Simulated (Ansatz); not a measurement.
# O2+ (sextet): the correlation ladder, def2-QZVPP

The task here is to estimate one member of a computed series from the others.

Computed with Ansatz 0.2.0, Gaussian basis. Level: def2-QZVPP, core rule «outside noble gas», up to 2 orbitals frozen.

Plan: UHF; ROHF; CCSD(T) on UHF.

### The geometry

The geometry is a PBE0/def2-TZVP stationary point (not a proven minimum) of the parent state, kept for this charge and spin.

2 atoms, charge 1, spin multiplicity 6.

Atoms are counted from 1 here; the program's logs count them from 0.

Bond lengths: O1–O2 1.346 Å.

Set-up of the first run:

The input, in.yaml:

```yaml
crystal:
  periodic: [false, false, false]
  atoms:
    - {symbol: O, position_ang: [0.000000, 0.000000, 0.000000]}
    - {symbol: O, position_ang: [0.000000, 0.000000, 1.345600]}
basis:
  gaussian: {orbitals: "def2-QZVPP.json"}
total_charge: 1
magnetization: {spin_polarized: true, initial_magnetization: 5}
hamiltonian: {xc: hf}
output: {orbitals: {seedname: orbitals}}
```

The run is started by

```sh
$ ansatz run in.yaml --threads 1 --pin off --events-out ev --progress --plain --max-ram 2393MiB
```

Among the steps run: UHF; ROHF; CCSD(T) on UHF.

One of the session's tables, all rows but one given; the rest of the session is left out.

| method | from UCCSD(T) (kJ/mol) |
| --- | --- |
| ROHF | +867.6 |
| UHF | ? |
| UMP2 | +92.7 |
| UCCSD | +18.2 |
| UCCSD(T) | 0 |

Q: Estimate the row for UHF from the others.

**Answer.** from UCCSD(T) (kJ/mol): +834.0. In the column «from UCCSD(T) (kJ/mol)» it lies between UMP2 (+92.7) and ROHF (+867.6).
